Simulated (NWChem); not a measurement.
Total energies of S

SMILES: [S]
```xyz
1

S      0.0000     0.0000     0.0000
```
Charge 0, spin multiplicity 3.

All runs are NWChem calculations.

Basis set: cc-pVTZ (34 functions).

```csv
method,total energy (Ha)
UHF,-397.50927
UMP2,-397.62580
UB2PLYP,-397.99734
UPBE,-397.94407
UB3LYP,-398.13869
UM06-2X,-398.10126
```

Total energies of different functionals aren't comparable as a measure of quality: only differences taken within one method are. 

The correlated methods keep 5 core orbitals frozen. B3LYP has NWChem's definition, with VWN1-RPA local correlation. The stability of the SCF solutions was not checked. Open-shell Hartree-Fock references start from PBE0 orbitals.
